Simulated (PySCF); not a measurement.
# Orbital picture of BCl⁺

PBE0 at R = 1.600 Å; B def2-TZVP, Cl def2-TZVP; no relativity (PySCF 2.14). State: ²Σ⁺ (doublet), unpaired electrons σ ↑. Only the outer orbitals are listed, counted within each symmetry.

```csv
spin,orbital,occ.,ε (eV),on B (%),main shells (%)
α,5σ,1,-33.20,14,82 Cl s
α,6σ,1,-22.58,32,"54 Cl p, 29 B s, 13 Cl s"
α,2π,1,-18.90,18,"81 Cl p, 16 B p"
α,2π,1,-18.90,18,"81 Cl p, 16 B p"
α,7σ,1,-17.53,89,"49 B s, 40 B p, 11 Cl p"
α,3π,0,-10.16,80,"80 B p, 15 Cl p"
α,3π,0,-10.16,80,"80 B p, 15 Cl p"
α,8σ,0,-3.96,44,"32 Cl p, 32 B s, 21 Cl d"
β,5σ,1,-33.08,14,83 Cl s
β,6σ,1,-22.17,27,"59 Cl p, 20 B s, 13 Cl s"
β,2π,1,-18.87,14,"85 Cl p, 12 B p"
β,2π,1,-18.87,14,"85 Cl p, 12 B p"
β,7σ,0,-11.65,94,"69 B s, 24 B p"
β,3π,0,-8.89,82,"83 B p, 11 Cl p"
β,3π,0,-8.89,82,"83 B p, 11 Cl p"
```

Task: Which are the highest filled and the lowest empty level, where do they sit, and how wide is the gap?

Result: Highest filled α 7σ at -17.53 eV (in %: 49 B s, 40 B p, 11 Cl p); lowest empty β 7σ at -11.65 eV (in %: 69 B s, 24 B p); the gap at PBE0 is 5.88 eV.

| Item | Value |
| --- | --- |
| bond order (Mayer) | 1.98 |
| ⟨S²⟩ | 0.758 |
| charge on B (Mulliken, basis-dependent) | 0.58 |
| charge on B (Löwdin, basis-dependent) | -0.10 |
| dipole moment (positive dipole points towards Cl; it is taken about the centre of mass and depends on that origin) | -2.72 D |
| polarisability along the bond | 24.8 bohr³ |
| polarisability across the bond | 16.2 bohr³ |

The state was picked by a PBE0 search and need not be the measured ground state.
